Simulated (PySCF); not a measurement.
# SiHF: structure of the singlet

The task is one start of a wider search on SiHF: the singlet, from a linear start. It is relaxed, tested by its Hessian and followed downhill if it is a saddle.

The runs use PySCF 2.14.0; PBE0, basis Si def2-TZVP, H def2-TZVP, F def2-TZVP, no relativity, density fitting.

### 1 The starting structure

3 atoms, charge 0, spin multiplicity 1.

Bond lengths: Si1–H2 1.480 Å, Si1–F3 1.800 Å. Angles: H2–Si1–F3 180.0°.

```xyz
3
charge 0 multiplicity 1
Si    0.0000    0.0000    0.0000
H     0.0000    0.0000   -1.4800
F     0.0000    0.0000    1.8000
```

### 2 First SCF at the start

One driver script runs all steps and calls PySCF; scf.py shows how it sets up the SCF of each step. The optimiser is the driver's own. After this first run the driver tries any further starts and a stability analysis.

File scf.py:

```python
from pyscf import gto, scf, dft
mol = gto.M(atom='''
Si     0.000000     0.000000     0.000000
H      0.000000     0.000000    -1.480000
F      0.000000     0.000000     1.800000''',
    basis={'Si': 'def2-TZVP', 'H': 'def2-TZVP', 'F': 'def2-TZVP'},
    charge=0, spin=0)
mf = dft.RKS(mol, xc='PBE0')
mf.grids.atom_grid = (50, 194)
aux = {'Si': 'def2-universal-JKFIT', 'H': 'def2-universal-JKFIT', 'F': 'def2-universal-JKFIT'}
mf = mf.density_fit(auxbasis=aux)
mf.conv_tol = 1e-08
mf.diis_space = 10
mf.max_cycle = 60
mf.init_guess = 'minao'
mf.verbose = 4
mf.kernel()
```

Launch:

```bash
$ OMP_NUM_THREADS=2 python axn.py task.json out
```

After this run come: Relaxation: linear start, singlet; Vibrations and properties at this point; Downhill along the imaginary mode; Vibrations and properties at this point.

Before running it: what results should come out? Wanted: minimum; geometry; wavenumbers; dipole moment; highest occupied, lowest empty level; polar-tensor charge of Si1; zero-point energy; atomisation energy.

**Answer**, as computed:

```
                                 quantity                                     value
                                  minimum                               singlet, Cs
                                 geometry  Si–F 1.612 Å, Si–H 1.541 Å; F–Si–H 96.3°
                       wavenumbers (cm⁻¹)             850 (a'), 868 (a'), 1970 (a')
                            dipole moment                                    0.96 D
     highest occupied, lowest empty level                           -6.96, -2.65 eV
               polar-tensor charge of Si1                                   +0.78 e
                        zero-point energy                               22.1 kJ/mol
                      entropy at 298.15 K                           239.0 J/(mol K)
atomisation energy (no zero-point energy)                                884 kJ/mol
```

The linear start (C∞v) ends in a minimum of Cs symmetry, after a stop at a second-order saddle point 305.7 kJ/mol higher, from which it was pushed off along an imaginary mode. In the infrared the band at 1970 cm⁻¹ (a', stretch) leads. Other starts or spin states, not run here, may lie lower.
